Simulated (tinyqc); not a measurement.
Worked calculation (part 1 of 3): UHF in the sto-6g basis, for H2O, spin multiplicity 1. Computed by tinyqc, a small Python program that keeps every step (integrals from PySCF). Settings: charge = 0, multiplicity = 1, basis = sto-6g, energy threshold = 1e-10, iteration cap = 75, orthogonalisation = symmetric, start = Wolfsberg-Helmholz matrix, DIIS depth = 0, method = UHF, break = 0.4. Command: `OMP_NUM_THREADS=1 python tinyqc.py 24252 24253 out.jsonl` (the two numbers bound the seeds that draw the settings). One thread of a shared host (Intel(R) Xeon(R) Processor @ 2.60GHz), about 0.2 s of CPU time with the checks. Later iterations appear only in the table of the cycle.

## One-electron integrals

Geometry (angstrom):
```
atom         x          y         z
O     0.000000   0.000000  0.000000
H     0.000000   0.848000  0.647000
H     0.000000  -0.848000  0.647000
```

Basis sto-6g: exponents (1/bohr^2) and contraction coefficients of normalised primitives:
```
element  l (shell)     exponent  coefficient
O            s (1)  1355.584234     0.009164
O            s (1)   248.544885     0.049361
O            s (1)    69.533902     0.168538
O            s (1)    23.886772     0.370563
O            s (1)     9.275933     0.416492
O            s (1)     3.820341     0.130334
O            s (2)    52.187762    -0.013253
O            s (2)    10.329320    -0.046992
O            s (2)     3.210345    -0.033785
O            s (2)     1.235135     0.250242
O            s (2)     0.536420     0.595117
O            s (2)     0.245881     0.240706
O            p (3)    52.187762     0.003760
O            p (3)    10.329320     0.037679
O            p (3)     3.210345     0.173897
O            p (3)     1.235135     0.418036
O            p (3)     0.536420     0.425860
O            p (3)     0.245881     0.101708
H            s (1)    35.523221     0.009164
H            s (1)     6.513144     0.049361
H            s (1)     1.822143     0.168538
H            s (1)     0.625955     0.370563
H            s (1)     0.243077     0.416492
H            s (1)     0.100112     0.130334
```

Overlap, kinetic and nuclear-attraction integrals over the contracted functions; the nuclear repulsion is the sum of Za Zb / Rab.

nuclear repulsion = 8.24989900 hartree

overlap S:
```
           1O 1s     1O 2s    1O 2px     1O 2py    1O 2pz     2H 1s      3H 1s
1O 1s   1.000000  0.231145  0.000000   0.000000  0.000000  0.043100   0.043100
1O 2s   0.231145  1.000000  0.000000   0.000000  0.000000  0.408072   0.408072
1O 2px  0.000000  0.000000  1.000000   0.000000  0.000000  0.000000   0.000000
1O 2py  0.000000  0.000000  0.000000   1.000000  0.000000  0.280448  -0.280448
1O 2pz  0.000000  0.000000  0.000000   0.000000  1.000000  0.213974   0.213974
2H 1s   0.043100  0.408072  0.000000   0.280448  0.213974  1.000000   0.192442
3H 1s   0.043100  0.408072  0.000000  -0.280448  0.213974  0.192442   1.000000
```

kinetic energy T (hartree):
```
            1O 1s      1O 2s    1O 2px     1O 2py    1O 2pz      2H 1s      3H 1s
1O 1s   29.327197  -0.896024  0.000000   0.000000  0.000000  -0.005342  -0.005342
1O 2s   -0.896024   0.842618  0.000000   0.000000  0.000000   0.081331   0.081331
1O 2px   0.000000   0.000000  2.531309   0.000000  0.000000   0.000000   0.000000
1O 2py   0.000000   0.000000  0.000000   2.531309  0.000000   0.163575  -0.163575
1O 2pz   0.000000   0.000000  0.000000   0.000000  2.531309   0.124803   0.124803
2H 1s   -0.005342   0.081331  0.000000   0.163575  0.124803   0.768522  -0.004150
3H 1s   -0.005342   0.081331  0.000000  -0.163575  0.124803  -0.004150   0.768522
```

nuclear attraction V (hartree):
```
             1O 1s      1O 2s     1O 2px      1O 2py     1O 2pz      2H 1s      3H 1s
1O 1s   -62.250551  -6.380632   0.000000    0.000000  -0.016046  -1.360779  -1.360779
1O 2s    -6.380632  -9.985794   0.000000    0.000000  -0.184227  -3.168036  -3.168036
1O 2px    0.000000   0.000000  -9.920386    0.000000   0.000000   0.000000   0.000000
1O 2py    0.000000   0.000000   0.000000  -10.043636   0.000000  -1.931616   1.931616
1O 2pz   -0.016046  -0.184227   0.000000    0.000000  -9.992133  -1.525510  -1.525510
2H 1s    -1.360779  -3.168036   0.000000   -1.931616  -1.525510  -5.426295  -1.154142
3H 1s    -1.360779  -3.168036   0.000000    1.931616  -1.525510  -1.154142  -5.426295
```

core Hamiltonian H = T + V (hartree):
```
             1O 1s      1O 2s     1O 2px     1O 2py     1O 2pz      2H 1s      3H 1s
1O 1s   -32.923353  -7.276656   0.000000   0.000000  -0.016046  -1.366120  -1.366120
1O 2s    -7.276656  -9.143175   0.000000   0.000000  -0.184227  -3.086704  -3.086704
1O 2px    0.000000   0.000000  -7.389078   0.000000   0.000000   0.000000   0.000000
1O 2py    0.000000   0.000000   0.000000  -7.512328   0.000000  -1.768040   1.768040
1O 2pz   -0.016046  -0.184227   0.000000   0.000000  -7.460825  -1.400706  -1.400706
2H 1s    -1.366120  -3.086704   0.000000  -1.768040  -1.400706  -4.657773  -1.158292
3H 1s    -1.366120  -3.086704   0.000000   1.768040  -1.400706  -1.158292  -4.657773
```

## Two-electron integrals

Functions are numbered as in S; the eight-fold symmetry (ij|kl) = (ji|kl) = (kl|ij) leaves the list below.

Two-electron integrals (ij|kl) in chemists' order, unique and non-zero (hartree):
```
(11|11) 4.787491    (21|11) 0.675884    (21|21) 0.121505    (22|11) 1.117379
(22|21) 0.249212    (22|22) 0.817383    (31|31) 0.025762    (32|31) 0.039145
(32|32) 0.180664    (33|11) 1.117381    (33|21) 0.249212    (33|22) 0.817382
(33|33) 0.880663    (41|41) 0.025762    (42|41) 0.039145    (42|42) 0.180664
(43|43) 0.047461    (44|11) 1.117381    (44|21) 0.249212    (44|22) 0.817382
(44|33) 0.785741    (44|44) 0.880663    (51|51) 0.025762    (52|51) 0.039145
(52|52) 0.180664    (53|53) 0.047461    (54|54) 0.047461    (55|11) 1.117381
(55|21) 0.249212    (55|22) 0.817382    (55|33) 0.785741    (55|44) 0.785741
(55|55) 0.880663    (61|11) 0.134284    (61|21) 0.023143    (61|22) 0.046446
(61|33) 0.046347    (61|41) 0.000901    (61|42) 0.001763    (61|44) 0.046536
(61|51) 0.000688    (61|52) 0.001345    (61|54) 0.000144    (61|55) 0.046457
(61|61) 0.004493    (62|11) 0.333260    (62|21) 0.075401    (62|22) 0.274679
(62|33) 0.270070    (62|41) 0.004808    (62|42) 0.035818    (62|44) 0.278810
(62|51) 0.003669    (62|52) 0.027328    (62|54) 0.006668    (62|55) 0.275158
(62|61) 0.014447    (62|62) 0.115923    (63|31) 0.008287    (63|32) 0.046949
(63|43) 0.007351    (63|53) 0.005609    (63|63) 0.016190    (64|11) 0.193909
(64|21) 0.044487    (64|22) 0.172837    (64|33) 0.165107    (64|41) 0.010755
(64|42) 0.068105    (64|44) 0.185174    (64|51) 0.001883    (64|52) 0.016142
(64|54) 0.009702    (64|55) 0.168230    (64|61) 0.008903    (64|62) 0.088676
(64|64) 0.083254    (65|11) 0.147947    (65|21) 0.033942    (65|22) 0.131870
(65|33) 0.125972    (65|41) 0.001883    (65|42) 0.016142    (65|44) 0.130065
(65|51) 0.009723    (65|52) 0.059264    (65|54) 0.010474    (65|55) 0.139572
(65|61) 0.006793    (65|62) 0.067657    (65|64) 0.051167    (65|65) 0.055230
(66|11) 0.483959    (66|21) 0.111536    (66|22) 0.465406    (66|33) 0.447039
(66|41) 0.009030    (66|42) 0.092565    (66|44) 0.481865    (66|51) 0.006890
(66|52) 0.070624    (66|54) 0.026571    (66|55) 0.467312    (66|61) 0.021577
(66|62) 0.251571    (66|64) 0.219554    (66|65) 0.167513    (66|66) 0.774999
(71|11) 0.134284    (71|21) 0.023143    (71|22) 0.046446    (71|33) 0.046347
(71|41) -0.000901   (71|42) -0.001763   (71|44) 0.046536    (71|51) 0.000688
(71|52) 0.001345    (71|54) -0.000144   (71|55) 0.046457    (71|61) 0.004425
(71|62) 0.013952    (71|64) 0.007850    (71|65) 0.006563    (71|66) 0.020587
(71|71) 0.004493    (72|11) 0.333260    (72|21) 0.075401    (72|22) 0.274679
(72|33) 0.270070    (72|41) -0.004808   (72|42) -0.035818   (72|44) 0.278810
(72|51) 0.003669    (72|52) 0.027328    (72|54) -0.006668   (72|55) 0.275158
(72|61) 0.013952    (72|62) 0.092789    (72|64) 0.049185    (72|65) 0.052632
(72|66) 0.163277    (72|71) 0.014447    (72|72) 0.115923    (73|31) 0.008287
(73|32) 0.046949    (73|43) -0.007351   (73|53) 0.005609    (73|63) 0.012512
(73|73) 0.016190    (74|11) -0.193909   (74|21) -0.044487   (74|22) -0.172837
(74|33) -0.165107   (74|41) 0.010755    (74|42) 0.068105    (74|44) -0.185174
(74|51) -0.001883   (74|52) -0.016142   (74|54) 0.009702    (74|55) -0.168230
(74|61) -0.007850   (74|62) -0.049185   (74|64) -0.014136   (74|65) -0.027310
(74|66) -0.077958   (74|71) -0.008903   (74|72) -0.088676   (74|74) 0.083254
(75|11) 0.147947    (75|21) 0.033942    (75|22) 0.131870    (75|33) 0.125972
(75|41) -0.001883   (75|42) -0.016142   (75|44) 0.130065    (75|51) 0.009723
(75|52) 0.059264    (75|54) -0.010474   (75|55) 0.139572    (75|61) 0.006563
(75|62) 0.052632    (75|64) 0.027310    (75|65) 0.041869    (75|66) 0.101064
(75|71) 0.006793    (75|72) 0.067657    (75|74) -0.051167   (75|75) 0.055230
(76|11) 0.114844    (76|21) 0.026249    (76|22) 0.103579    (76|33) 0.101223
(76|44) 0.103237    (76|51) 0.002015    (76|52) 0.017771    (76|55) 0.106277
(76|61) 0.004973    (76|62) 0.043303    (76|64) 0.028694    (76|65) 0.028430
(76|66) 0.097371    (76|71) 0.004973    (76|72) 0.043303    (76|74) -0.028694
(76|75) 0.028430    (76|76) 0.020085    (77|11) 0.483959    (77|21) 0.111536
(77|22) 0.465406    (77|33) 0.447039    (77|41) -0.009030   (77|42) -0.092565
(77|44) 0.481865    (77|51) 0.006890    (77|52) 0.070624    (77|54) -0.026571
(77|55) 0.467312    (77|61) 0.020587    (77|62) 0.163277    (77|64) 0.077958
(77|65) 0.101064    (77|66) 0.308844    (77|71) 0.021577    (77|72) 0.251571
(77|74) -0.219554   (77|75) 0.167513    (77|76) 0.097371    (77|77) 0.774999
```

## Orthogonalisation

S = U s U^T; symmetric (Loewdin) form X = U s^(-1/2) U^T, so that X^T S X = 1.

eigenvalues of S: 0.413122  0.495660  0.888600  1.000000  1.093916  1.311898  1.796804

X:
```
            1O 1s      1O 2s    1O 2px     1O 2py     1O 2pz      2H 1s      3H 1s
1O 1s    1.022470  -0.134064  0.000000   0.000000  -0.007400   0.018079   0.018079
1O 2s   -0.134064   1.175510  0.000000   0.000000   0.079465  -0.239202  -0.239202
1O 2px   0.000000   0.000000  1.000000   0.000000   0.000000   0.000000   0.000000
1O 2py   0.000000   0.000000  0.000000   1.082212   0.000000  -0.188052   0.188052
1O 2pz  -0.007400   0.079465  0.000000   0.000000   1.040834  -0.123330  -0.123330
2H 1s    0.018079  -0.239202  0.000000  -0.188052  -0.123330   1.145612  -0.065640
3H 1s    0.018079  -0.239202  0.000000   0.188052  -0.123330  -0.065640   1.145612
```

## Starting guess

The start is the generalised Wolfsberg-Helmholz matrix (K = 1.75) built on H, with HOMO and LUMO mixed by +/-0.4 rad for the two spins; D(s) = C_occ C_occ^T for each spin.

D(alpha) at the start:
```
            1O 1s      1O 2s     1O 2px     1O 2py     1O 2pz      2H 1s      3H 1s
1O 1s    1.032492  -0.135212   0.000000   0.000000   0.048666  -0.065625  -0.065625
1O 2s   -0.135212   0.620978   0.000000   0.000000  -0.185400   0.176768   0.176768
1O 2px   0.000000   0.000000   0.848353  -0.254850   0.000000   0.305930  -0.305930
1O 2py   0.000000   0.000000  -0.254850   0.813620   0.000000   0.082841  -0.082841
1O 2pz   0.048666  -0.185400   0.000000   0.000000   0.922614   0.060659   0.060659
2H 1s   -0.065625   0.176768   0.305930   0.082841   0.060659   0.217701  -0.085801
3H 1s   -0.065625   0.176768  -0.305930  -0.082841   0.060659  -0.085801   0.217701
```

D(beta) at the start:
```
            1O 1s      1O 2s     1O 2px     1O 2py     1O 2pz      2H 1s      3H 1s
1O 1s    1.032492  -0.135212   0.000000   0.000000   0.048666  -0.065625  -0.065625
1O 2s   -0.135212   0.620978   0.000000   0.000000  -0.185400   0.176768   0.176768
1O 2px   0.000000   0.000000   0.848353   0.254850   0.000000  -0.305930   0.305930
1O 2py   0.000000   0.000000   0.254850   0.813620   0.000000   0.082841  -0.082841
1O 2pz   0.048666  -0.185400   0.000000   0.000000   0.922614   0.060659   0.060659
2H 1s   -0.065625   0.176768  -0.305930   0.082841   0.060659   0.217701  -0.085801
3H 1s   -0.065625   0.176768   0.305930  -0.082841   0.060659  -0.085801   0.217701
```

## Iteration 1: building the Fock matrix

J_ij = sum D_kl (ij|kl) with D = D(alpha) + D(beta), K_ij = sum D_kl (ik|jl) for each spin; F = H + J - K(s); E = tr D H + tr D J / 2 - 0.5 sum_s tr D(s) K(s) + E_nn.

Coulomb J (hartree):
```
            1O 1s     1O 2s    1O 2px     1O 2py     1O 2pz     2H 1s      3H 1s
1O 1s   17.667318  3.156257  0.000000   0.000000  -0.007914  0.604867   0.604867
1O 2s    3.156257  8.325245  0.000000   0.000000   0.006437  2.769386   2.769386
1O 2px   0.000000  0.000000  8.293107   0.000000   0.000000  0.000000   0.000000
1O 2py   0.000000  0.000000  0.000000   8.343695   0.000000  1.735376  -1.735376
1O 2pz  -0.007914  0.006437  0.000000   0.000000   8.338931  1.330091   1.330091
2H 1s    0.604867  2.769386  0.000000   1.735376   1.330091  4.755423   1.043988
3H 1s    0.604867  2.769386  0.000000  -1.735376   1.330091  1.043988   4.755423
```

exchange K(alpha) (hartree):
```
           1O 1s      1O 2s     1O 2px     1O 2py     1O 2pz     2H 1s      3H 1s
1O 1s   4.885084   0.788154   0.000000   0.000000   0.004120  0.157558   0.157558
1O 2s   0.788154   1.260053   0.000000   0.000000  -0.054882  0.496744   0.496744
1O 2px  0.000000   0.000000   0.997439  -0.106821   0.000000  0.062970  -0.062970
1O 2py  0.000000   0.000000  -0.106821   1.076500   0.000000  0.295666  -0.295666
1O 2pz  0.004120  -0.054882   0.000000   0.000000   1.113143  0.210992   0.210992
2H 1s   0.157558   0.496744   0.062970   0.295666   0.210992  0.493258   0.168679
3H 1s   0.157558   0.496744  -0.062970  -0.295666   0.210992  0.168679   0.493258
```

exchange K(beta) (hartree):
```
           1O 1s      1O 2s     1O 2px     1O 2py     1O 2pz      2H 1s      3H 1s
1O 1s   4.885084   0.788154   0.000000   0.000000   0.004120   0.157558   0.157558
1O 2s   0.788154   1.260053   0.000000   0.000000  -0.054882   0.496744   0.496744
1O 2px  0.000000   0.000000   0.997439   0.106821   0.000000  -0.062970   0.062970
1O 2py  0.000000   0.000000   0.106821   1.076500   0.000000   0.295666  -0.295666
1O 2pz  0.004120  -0.054882   0.000000   0.000000   1.113143   0.210992   0.210992
2H 1s   0.157558   0.496744  -0.062970   0.295666   0.210992   0.493258   0.168679
3H 1s   0.157558   0.496744   0.062970  -0.295666   0.210992   0.168679   0.493258
```

F(alpha) (hartree):
```
             1O 1s      1O 2s     1O 2px     1O 2py     1O 2pz      2H 1s      3H 1s
1O 1s   -20.141119  -4.908552   0.000000   0.000000  -0.028080  -0.918812  -0.918812
1O 2s    -4.908552  -2.077983   0.000000   0.000000  -0.122908  -0.814063  -0.814063
1O 2px    0.000000   0.000000  -0.093409   0.106821   0.000000  -0.062970   0.062970
1O 2py    0.000000   0.000000   0.106821  -0.245133   0.000000  -0.328330   0.328330
1O 2pz   -0.028080  -0.122908   0.000000   0.000000  -0.235036  -0.281608  -0.281608
2H 1s    -0.918812  -0.814063  -0.062970  -0.328330  -0.281608  -0.395608  -0.282983
3H 1s    -0.918812  -0.814063   0.062970   0.328330  -0.281608  -0.282983  -0.395608
```

F(beta) (hartree):
```
             1O 1s      1O 2s     1O 2px     1O 2py     1O 2pz      2H 1s      3H 1s
1O 1s   -20.141119  -4.908552   0.000000   0.000000  -0.028080  -0.918812  -0.918812
1O 2s    -4.908552  -2.077983   0.000000   0.000000  -0.122908  -0.814063  -0.814063
1O 2px    0.000000   0.000000  -0.093409  -0.106821   0.000000   0.062970  -0.062970
1O 2py    0.000000   0.000000  -0.106821  -0.245133   0.000000  -0.328330   0.328330
1O 2pz   -0.028080  -0.122908   0.000000   0.000000  -0.235036  -0.281608  -0.281608
2H 1s    -0.918812  -0.814063   0.062970  -0.328330  -0.281608  -0.395608  -0.282983
3H 1s    -0.918812  -0.814063  -0.062970   0.328330  -0.281608  -0.282983  -0.395608
```

total energy of this density = -75.20741387 hartree

## Iteration 1: diagonalisation and new density

Diagonalise F' = X^T F X, C = X C', fill 5 alpha and 5 beta electrons from the bottom; D(s) = C_occ C_occ^T. Each column has its largest component positive (the first on a tie).

F' = X^T F X (alpha) (hartree):
```
            1          2          3          4          5          6          7
1  -19.808268  -2.528235   0.000000   0.000000  -0.045395  -0.125480  -0.125480
2   -2.528235  -0.968639   0.000000   0.000000   0.053295  -0.457789  -0.457789
3    0.000000   0.000000  -0.093409   0.139286   0.000000  -0.096360   0.096360
4    0.000000   0.000000   0.139286  -0.027785   0.000000  -0.378066   0.378066
5   -0.045395   0.053295   0.000000   0.000000  -0.130463  -0.253310  -0.253310
6   -0.125480  -0.457789  -0.096360  -0.378066  -0.253310   0.028558  -0.088015
7   -0.125480  -0.457789   0.096360   0.378066  -0.253310  -0.088015   0.028558
```

orbital energies (alpha) (hartree): MO1 -20.145127, MO2 -1.052754, MO3 -0.495750, MO4 -0.282510, MO5 -0.144559, MO6 0.513564, MO7 0.635688

coefficients C (alpha):
```
              MO1        MO2        MO3        MO4        MO5        MO6        MO7
1O 1s    0.996291  -0.210738   0.000000   0.099833   0.000000  -0.130977   0.000000
1O 2s    0.017008   0.780895   0.000000  -0.496285   0.000000   0.814960   0.000000
1O 2px   0.000000   0.000000  -0.041306   0.000000   0.965386   0.000000   0.257534
1O 2py   0.000000   0.000000   0.646019   0.000000  -0.208149   0.000000   0.883879
1O 2pz   0.003033   0.139774   0.000000   0.819607   0.000000   0.654846   0.000000
2H 1s   -0.003762   0.215055   0.415987   0.219536   0.215537  -0.749310  -0.741234
3H 1s   -0.003762   0.215055  -0.415987   0.219536  -0.215537  -0.749310   0.741234
```

F' = X^T F X (beta) (hartree):
```
            1          2          3          4          5          6          7
1  -19.808268  -2.528235   0.000000   0.000000  -0.045395  -0.125480  -0.125480
2   -2.528235  -0.968639   0.000000   0.000000   0.053295  -0.457789  -0.457789
3    0.000000   0.000000  -0.093409  -0.139286   0.000000   0.096360  -0.096360
4    0.000000   0.000000  -0.139286  -0.027785   0.000000  -0.378066   0.378066
5   -0.045395   0.053295   0.000000   0.000000  -0.130463  -0.253310  -0.253310
6   -0.125480  -0.457789   0.096360  -0.378066  -0.253310   0.028558  -0.088015
7   -0.125480  -0.457789  -0.096360   0.378066  -0.253310  -0.088015   0.028558
```

orbital energies (beta) (hartree): MO1 -20.145127, MO2 -1.052754, MO3 -0.495750, MO4 -0.282510, MO5 -0.144559, MO6 0.513564, MO7 0.635688

coefficients C (beta):
```
              MO1        MO2        MO3        MO4        MO5        MO6        MO7
1O 1s    0.996291  -0.210738   0.000000   0.099833   0.000000  -0.130977   0.000000
1O 2s    0.017008   0.780895   0.000000  -0.496285   0.000000   0.814960   0.000000
1O 2px   0.000000   0.000000   0.041306   0.000000   0.965386   0.000000  -0.257534
1O 2py   0.000000   0.000000   0.646019   0.000000   0.208149   0.000000   0.883879
1O 2pz   0.003033   0.139774   0.000000   0.819607   0.000000   0.654846   0.000000
2H 1s   -0.003762   0.215055   0.415987   0.219536  -0.215537  -0.749310  -0.741234
3H 1s   -0.003762   0.215055  -0.415987   0.219536   0.215537  -0.749310   0.741234
```

D(alpha) after iteration 1:
```
            1O 1s      1O 2s     1O 2px     1O 2py     1O 2pz      2H 1s      3H 1s
1O 1s    1.046972  -0.197165   0.000000   0.000000   0.055389  -0.027152  -0.027152
1O 2s   -0.197165   0.856385   0.000000   0.000000  -0.297558   0.058919   0.058919
1O 2px   0.000000   0.000000   0.933676  -0.227629   0.000000   0.190893  -0.190893
1O 2py   0.000000   0.000000  -0.227629   0.460666   0.000000   0.223872  -0.223872
1O 2pz   0.055389  -0.297558   0.000000   0.000000   0.691302   0.209981   0.209981
2H 1s   -0.027152   0.058919   0.190893   0.223872   0.209981   0.313960  -0.125042
3H 1s   -0.027152   0.058919  -0.190893  -0.223872   0.209981  -0.125042   0.313960
```

D(beta) after iteration 1:
```
            1O 1s      1O 2s     1O 2px     1O 2py     1O 2pz      2H 1s      3H 1s
1O 1s    1.046972  -0.197165   0.000000   0.000000   0.055389  -0.027152  -0.027152
1O 2s   -0.197165   0.856385   0.000000   0.000000  -0.297558   0.058919   0.058919
1O 2px   0.000000   0.000000   0.933676   0.227629   0.000000  -0.190893   0.190893
1O 2py   0.000000   0.000000   0.227629   0.460666   0.000000   0.223872  -0.223872
1O 2pz   0.055389  -0.297558   0.000000   0.000000   0.691302   0.209981   0.209981
2H 1s   -0.027152   0.058919  -0.190893   0.223872   0.209981   0.313960  -0.125042
3H 1s   -0.027152   0.058919   0.190893  -0.223872   0.209981  -0.125042   0.313960
```
